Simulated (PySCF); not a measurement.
**Calculated properties of CH3CH2CF(CH3)2, `CCC(C)(C)F`**

Species: CH3CH2CF(CH3)2, C5H11F.
Numbering: `[CH3:1][CH2:2][C:3]([CH3:4])([CH3:5])[F:6]` (hydrogens: H7, H8, H9 on C1; H10, H11 on C2; H12, H13, H14 on C4; H15, H16, H17 on C5)

Cartesian coordinates in Å at the GFN2-xTB level; atoms count from 1:
```xyz
17
C5H11F angstrom
C      1.9199   -0.7375    0.1071
C      0.8334    0.1802    0.6578
C     -0.3621    0.3590   -0.2861
C     -1.0098   -0.9594   -0.6943
C     -1.3889    1.3151    0.3153
F      0.1184    0.9615   -1.4546
H      1.5786   -1.7684    0.0590
H      2.7967   -0.6997    0.7493
H      2.2100   -0.4155   -0.8902
H      1.2632    1.1686    0.8350
H      0.4636   -0.2035    1.6100
H     -0.3201   -1.5486   -1.2917
H     -1.8971   -0.7654   -1.2922
H     -1.2929   -1.5246    0.1888
H     -1.8270    0.8780    1.2079
H     -0.9155    2.2588    0.5758
H     -2.1774    1.5136   -0.4068
```

From GFN2-xTB geometry:

```
Point group of the GFN2-xTB geometry                  : C1
Rotational constants A, B, C of the GFN2-xTB geometry : 4.578, 2.622, 2.555 GHz
```

From PBE0/pcSseg-1 ground state and GIAO shieldings, non-relativistic (PySCF):

```
Dipole moment                                               : 1.81 D
HOMO energy                                                 : -8.83 eV
LUMO energy                                                 : 1.36 eV
HOMO–LUMO gap                                               : 10.19 eV
Lowest Hirshfeld atomic charge                              : -0.13 e on C4/C5
Highest Hirshfeld atomic charge                             : +0.11 e on C3
13C chemical shifts (computed TMS as zero) by class         : 95.5 (C3), 38.0 (C2), 28.7 (C4/C5), 9.8 (C1) ppm
1H chemical shifts (computed TMS as zero) by class          : 1.51 (H10/H11), 1.33 (H12/H13/H14/H15/H16/H17), 1.13 (H7/H8/H9) ppm
Isotropic shieldings of nuclei other than C and H, by class : 359 (F6) ppm
Mayer bond orders between heavy atoms                       : C1–C2 1.06, C2–C3 0.99, C3–C4 1.01, C3–C5 1.03, C3–F6 0.85
```

Monoisotopic mass (most abundant isotopes): 90.0845 u.

The rotational constants make it an asymmetric top with κ = (2B − A − C)/(A − C) = -0.93, nearer the prolate limit (−1). With B = h/(8π²I), that is 505.379 GHz u Å² over I, the principal moments of inertia are 110.4, 192.7 and 197.8 u Å² (most abundant isotopes); the inertial defect Ic − Ia − Ib is -105.3 u Å² (zero for a rigid planar frame, negative otherwise). The dipole matches unit charges of opposite sign 0.38 Å apart (1 e·Å = 4.8032 D). A dipole of 1.81 D is allowed in C1, and pure rotational transitions are dipole-allowed.

One conformer (not necessarily the lowest) at the GFN2-xTB geometry, without solvent or vibrations. NMR classes are plain means over equivalent atoms (diastereotopic ones count apart unless rotation or inversion swaps them), as if these changed places fast; in this geometry the members of some classes differ.

For the NMR shielding job (PBE0/pcSseg-1), hardware: one thread of an x86-64 server, no GPU, on a shared host. Cost: 17 s wall.
